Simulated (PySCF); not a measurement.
Method: PySCF energies plus ideal-gas RRHO corrections (1 bar). The comparison is the NASA 1993 polynomial table, which mixes measured and estimated data. Open shells (unrestricted): PO2 (multiplicity 2). The harmonic model lacks anharmonicity and excited electronic states, which grow with temperature; levels with a mode under 35 cm⁻¹ are left out. The table's entry may be an old estimate for PO2 (not checked at source).

Harmonic frequencies at PBE0/def2-TZVP (cm⁻¹): 397, 1106, 1375. Point group C2v; S°(298 K) = 254.3 J/mol/K at this level.

Task: Work out Cp and S° of gaseous PO2 at 500, 800, 1200, 1600, 2000 K from these, and set them beside the table.

Result: 
| T (K) | Cp PBE0/def2-TZVP | Cp table | S° PBE0/def2-TZVP | S° table |
|---|---|---|---|---|
| 500 | 47.1 | 48.8 | 277.1 | 277.0 |
| 800 | 52.4 | 53.7 | 300.5 | 301.2 |
| 1200 | 55.3 | 55.9 | 322.4 | 323.5 |
| 1600 | 56.5 | 56.9 | 338.5 | 339.7 |
| 2000 | 57.1 | 57.5 | 351.2 | 352.5 |
Units J/mol/K.
